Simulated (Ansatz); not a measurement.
The first iterations of a band of CH6NSi (9 atoms, charge 0, multiplicity 2).

Theory: UKS B3LYP-D4/def2-mTZVP in Ansatz 0.2.0.

| Quantity | Value |
| --- | --- |
| movable images | 5 |
| climbing image | yes |
| spring | 5.0 eV/Å² |
| optimiser | quadratic models (default) |
| start path | through a guess of the saddle point |
| force threshold | 0.2 eV/Å |
| iteration limit | 60 |
| end points | relaxed |

First end point:

```xyz
9
Properties=species:S:1:pos:R:3
C -0.915 0.612 -1.096
Si 0.563 0.206 -0.065
N 0.145 -0.993 1.113
H -1.654 -0.134 -1.366
H -1.094 1.599 -1.508
H 1.083 1.493 0.481
H 1.660 -0.403 -0.865
H 0.855 -1.618 1.470
H -0.555 -0.808 1.819
```

Last end point:

```xyz
9
Properties=species:S:1:pos:R:3
C -0.865 0.705 -1.113
Si 0.501 1.024 0.053
N 0.378 -0.769 1.045
H -1.905 0.653 -0.796
H -0.774 1.040 -2.144
H 0.338 -1.536 0.375
H 1.725 0.559 -0.715
H 1.164 -0.920 1.675
H -0.473 -0.802 1.603
```

| iteration | highest image above the first end (eV) | largest band force component (eV/Å) |
| --- | --- | --- |
| 1 | 36.387 | 224.215 |
| 2 | 7.688 | 35.337 |
| 3 | 5.314 | 25.603 |
| 4 | 3.902 | 10.239 |
| 5 | 3.667 | 4.727 |
| 6 | 3.565 | 2.025 |
| 7 | 3.407 | 1.489 |
| 8 | 3.046 | 1.805 |

Question: Does the band converge within its limit, and where does its top end?

Answer: The run converged. It ended after 25 iterations with the highest image 2.894 eV above the first end. The threshold of 0.2 eV/Å is loose, so the images may lie well off the minimum-energy path. The profile has 2 maxima (images 2, 4) with wells between them (image 3): this band takes more than one step, which may be the mechanism or a detour left from its start path. Neighbouring images differ by up to 2.8 eV, so the band resolves the path poorly. The order of the stationary point at the top wasn't checked.

Time of the run: 4.7 min on 2 threads of Arm Neoverse V1 (shared host), peak memory 0.2 GiB.
